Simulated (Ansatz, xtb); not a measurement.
C5H8Cl+: which of two isomers lies lower

Structure X is `C[C+](C)/C=C/Cl`, a singlet and structure Y is `C=C[C+](C)CCl`, a singlet. Both are isolated ions in the gas phase, relaxed with B3LYP-D3(BJ)/def2-SVP; the shapes shown needn't be the lowest conformers.

X (Å):

```yaml
atoms:
  - { symbol: C, position_ang: [1.9737, -1.9555, -1.0269] }
  - { symbol: C, position_ang: [1.6207, -0.5379, -0.7819] }
  - { symbol: C, position_ang: [2.6938, 0.4647, -0.9653] }
  - { symbol: C, position_ang: [0.3471, -0.0902, -0.3833] }
  - { symbol: C, position_ang: [-0.7101, -0.9409, -0.1424] }
  - { symbol: Cl, position_ang: [-2.2204, -0.3987, 0.3219] }
  - { symbol: H, position_ang: [2.9509, -2.1827, -0.5685] }
  - { symbol: H, position_ang: [2.1309, -2.0782, -2.1163] }
  - { symbol: H, position_ang: [1.2338, -2.6927, -0.6976] }
  - { symbol: H, position_ang: [2.3161, 1.4849, -1.1131] }
  - { symbol: H, position_ang: [3.3892, 0.1800, -1.7700] }
  - { symbol: H, position_ang: [3.2983, 0.4647, -0.0332] }
  - { symbol: H, position_ang: [0.1855, 0.9840, -0.2603] }
  - { symbol: H, position_ang: [-0.6312, -2.0279, -0.2401] }
```

Y (Å):

```xyz
14

C    -0.3134    1.2233    1.2439
C     0.5647    0.4833    0.5107
C     0.3043    0.0427   -0.8177
C    -0.9299    0.3149   -1.5748
C     1.3646   -0.7525   -1.5021
Cl    2.3260    0.6256   -2.1819
H    -1.2741    1.5647    0.8492
H    -0.0803    1.4983    2.2773
H     1.5160    0.1848    0.9604
H    -0.6832    0.5622   -2.6203
H    -1.5770    1.0882   -1.1484
H    -1.4961   -0.6385   -1.6249
H     2.0050   -1.3276   -0.8223
H     0.9980   -1.3706   -2.3300
```

Quicker runs give these differences E(Y) − E(X): GFN2-xTB +16.1 kcal/mol; HF/STO-3G +9.7 kcal/mol (at GFN2-xTB geometries); r2SCAN-D4/def2-SVP +16.0 kcal/mol (at GFN2-xTB geometries).

Task: Estimate E(Y) − E(X) at the level CCSD(T)/def2-SVP + ΔMP2/def2-TZVPP.

Result: Calculated at CCSD(T)/def2-SVP + ΔMP2/def2-TZVPP: E(Y) − E(X) = +11.5 kcal/mol, so structure X lies lower.

How the difference moves with the method:

```csv
level,geometry,E(Y) − E(X) (kcal/mol),departure from the last row (kcal/mol),"job, with rough time for the two"
GFN2-xTB,GFN2-xTB,+16.1,+4.6,"optimisation, 0.3 s"
HF/STO-3G,GFN2-xTB,+9.7,−1.8,"single point, 0.82 s"
r2SCAN-D4/def2-SVP,GFN2-xTB,+16.0,+4.5,"single point, 5.3 s"
B3LYP-D3(BJ)/def2-SVP,B3LYP-D3(BJ)/def2-SVP,+13.6,+2.1,"optimisation, 3.4 min"
HF/def2-SVP,B3LYP-D3(BJ)/def2-SVP,+9.7,−1.8,part of the CCSD(T) run
MP2/def2-SVP,B3LYP-D3(BJ)/def2-SVP,+14.1,+2.6,part of the CCSD(T) run
CCSD(T)/def2-SVP,B3LYP-D3(BJ)/def2-SVP,+12.8,+1.3,single point
CCSD(T)/def2-SVP + ΔMP2/def2-TZVPP,B3LYP-D3(BJ)/def2-SVP,+11.5,,"single point, 82 s"
```

As drawn, both hold the same kinds of bond in the same numbers. Structure X has 2 methyl groups, Y 1.

The levels shown agree on the order. The largest departure from CCSD(T)/def2-SVP + ΔMP2/def2-TZVPP is that of GFN2-xTB, 4.6 kcal/mol. The last row adds to CCSD(T) the change of the MP2 difference between the two basis sets, here −1.3 kcal/mol.

With thermal terms from frequencies at re-optimised GFN2-xTB minima (ideal gas, soft modes damped towards free rotors, one conformer each, 298.15 K, 1 atm): on the last row, ΔE + ΔZPE = +11.7, ΔH = +11.4, ΔG = +12.2 kcal/mol.

The correlated steps freeze 10 core orbitals. Programs: Ansatz 0.2.0, xtb 6.7.1; the last row on 2 threads of Intel(R) Xeon(R) Processor @ 2.70GHz on a shared host.
